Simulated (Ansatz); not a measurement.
Consider the formal exchange of groups at a C–F bond: `CCC#CF` + `CC` → `CCC#CCC` + H–F.

Gas-phase electronic energies from Ansatz, PBE0-D4/def2-TZVP geometries. CCSD(T)/CBS adds triple-zeta CCSD(T) − MP2 to the extrapolated MP2 energy (def2 sets, frozen cores). This one scheme is used for every species. Functionals use def2-TZVPP. HSE06 is defined as in plane-wave codes.

CCSD(T)/CBS gives -129.3 kJ/mol.

(1) Another level gave -101.1 kJ/mol. Which?
A. revPBE/def2-TZVPP
B. B2PLYP/def2-TZVPP
C. CCSD(T)/def2-TZVPP
D. HSE06/def2-TZVPP

Largest T1 diagnostic among the species: 0.011.

Answers

(1) A. revPBE -101.1, B2PLYP -114.8, CCSD(T)/def2-TZVPP -123.5, HSE06 -110.5 kJ/mol.

The D4 term adds −7.8 kJ/mol with B3LYP and −4.6 kJ/mol with PBE0; it sums over pairs of atoms, weighted by their polarisabilities, and B3LYP, whose exchange is more repulsive, gets the larger term. At CCSD(T), def2-SVP lies +27.9 kJ/mol from the extrapolated value and def2-TZVPP +5.8 kJ/mol.

B3LYP here is the variant with VWN-RPA as its local correlation; programs differ in this.
